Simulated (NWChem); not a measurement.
A series in which one site is exchanged, each optimised at PBE0/def2-SVP with NWChem, gas phase unless a solvent is named. Pople sets run with spherical d functions. This build's default masses of Se (78.918 u) and Br (79.917 u) are each other's, which moves their modes by up to 0.6 %. Shieldings are non-relativistic GIAO values without spin-orbit effects.

A: FCCl (CH$_{2}$ClF; site = Cl)
B: FC (CH3F; site = H)
C: FCF (CH₂F₂; site = F)
D: FCBr (CH$_{2}$BrF; site = Br)

Values for A:

| Quantity | Result |
|---|---|
| vertical ionisation energy, ΔSCF, PBE/def2-SVP (eV) | 11.05 |
| lowest singlet excitation, B3LYP/def2-SVPD, TDA (eV) | 7.37 |
| 13C shift against tetramethylsilane, PBE0/pcSseg-1 (ppm) | 94.8 |
| 13C shift against tetramethylsilane, B3LYP/6-31G* (ppm) | 88.9 |

Q: How do these values change for the other members?

A: 
```
change from A                                                 B      C      D
--------------------------------------------------------  -----  -----  -----
vertical ionisation energy, ΔSCF, PBE/def2-SVP (eV)       +1.35  +1.03  -0.50
lowest singlet excitation, B3LYP/def2-SVPD, TDA (eV)      +1.68  +1.67  -1.27
13C shift against tetramethylsilane, PBE0/pcSseg-1 (ppm)  -23.9  +16.5   -1.9
13C shift against tetramethylsilane, B3LYP/6-31G* (ppm)   -22.4  +15.7   -0.7
```
